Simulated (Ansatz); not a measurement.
CH4FSi, SMILES `[CH2][SiH2]F` radical. Total charge 0; spin multiplicity 2.

Z-matrix (Å, degrees):
```
Si
F 1 1.601
C 1 1.828 2 109.0
H 1 1.486 2 107.6 3 -121.3
H 1 1.486 2 107.7 3 121.3
H 3 1.086 1 122.3 2 178.5
H 3 1.085 1 122.6 2 -1.7
```

Task: List the harmonic frequencies (cm⁻¹, unscaled) at PBE0-D4/def2-TZVP in Ansatz. (An estimate is asked.)

Result: Computed: 57i, 253, 499, 656, 671, 715, 774, 866, 948, 969, 1382, 2217, 2225, 3147, 3244.

Task: Is this a minimum?

Result: No: 1 imaginary mode, so it is a saddle point.
